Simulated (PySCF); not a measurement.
Computed with PySCF 2.14.0 with TPSSh-D3(BJ)/def2-TZVP // PBE0-D3(BJ)/def2-TZVP. All species are isolated molecules in the gas phase. Delta-SCF ions had no search for a lower state. 

Reference species (SMILES): `[AlH3]` (neutral, multiplicity 1).

```yaml
HOMO: -8.04 eV
vertical ionisation energy (Delta-SCF): 11.11 eV
HOMO–LUMO gap: 6.03 eV
```

After one change: the HOMO increases by 1.34 eV; the vertical ionisation energy (Delta-SCF) decreases by 0.44 eV; the HOMO–LUMO gap rises by 1.45 eV.

Q: Name the change that produced these shifts. The new species is one of these.
(A) `[BiH3]`
(B) `[LiH]`
(C) `[GaH3]`
(D) `N`

A: D, `N`
